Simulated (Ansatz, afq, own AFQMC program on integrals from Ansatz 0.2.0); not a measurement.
# As, quartet in aug-cc-pVTZ, levels against full CI

A free As atom.

Basis aug-cc-pVTZ. Noble-gas cores (and the filled d shells of Ga–Kr and In–Xe) are frozen. AFQMC by an in-house program on the Cholesky factors that Ansatz 0.2.0 writes for its CCSD(T) run. The CISD trial takes its coefficients from CCSD amplitudes. Released means that phaseless walkers are propagated on without the constraint, phases kept. Free AFQMC starts from the CCSD state and is never constrained. Its projection time is finite, and what remains of the start isn't in its error. ± is one standard error of the sampling. No spin–orbit coupling.

Determinant: UHF, the one that the program's search chose, which needn't be the lowest solution.

Full CI on the same integrals is exact in this basis and with this determinant's frozen core.

Cautions: no relativity below Rb; no spin-orbit coupling; inner d shell frozen.

- T1 diagnostic: 0.0030
- weight of the determinant in the CISD state: 0.946
- ⟨S²⟩ of the determinant: 3.751
- size of the correlated space: 5 electrons in 45 orbitals

```json
{"level": "MP2", "correlation energy (eV)": "-1.9705"}
{"level": "CCSD", "correlation energy (eV)": "-2.3570"}
{"level": "CCSD(T)", "correlation energy (eV)": "-2.4396"}
```

(1) Estimate where phaseless AFQMC with the Hartree–Fock trial lies against CCSD(T) on the same integrals.

(1) 0.57 ± 0.26 kcal/mol below CCSD(T).

Reference: full CI, correlation energy -2.459 eV. The released energy is read at 1.50 1/Eh (meV from the phaseless value at times in 1/Eh: -0.5 ± 1.2 at 0.24, 0.1 ± 0.9 at 0.50, -0.6 ± 0.8 at 1.00, -1.7 ± 0.9 at 1.50).

```tsv
level	E − E(reference) (kcal/mol)	share of correlation (%)
CCSD(T)	0.45	99.21
CCSDT	0.06	99.89
CCSDT(Q)	0.01	99.98
ph-AFQMC/HF	-0.12 ± 0.26	100.21
ph-AFQMC/CISD	0.02 ± 0.03	99.96
released AFQMC	-0.02 ± 0.02	100.03
free AFQMC	0.00 ± 0.02	100.00
```

CCSDT and higher add their correlation energy to the determinant of the CCSD(T) run, since their own runs factorise the integrals more tightly (a shift of under 2 meV). Free projections are given only where their last times agree within the noise and don't stop above the reference; a slow remainder of the start can still hide under it. A walk keeps the symmetry of its determinant, which the program's search chose and which needn't be the lowest solution, so a lower state of the same spin and another symmetry isn't excluded. Released energies are given only where the last usable release times agree within the noise; a slower fall can still hide under it.
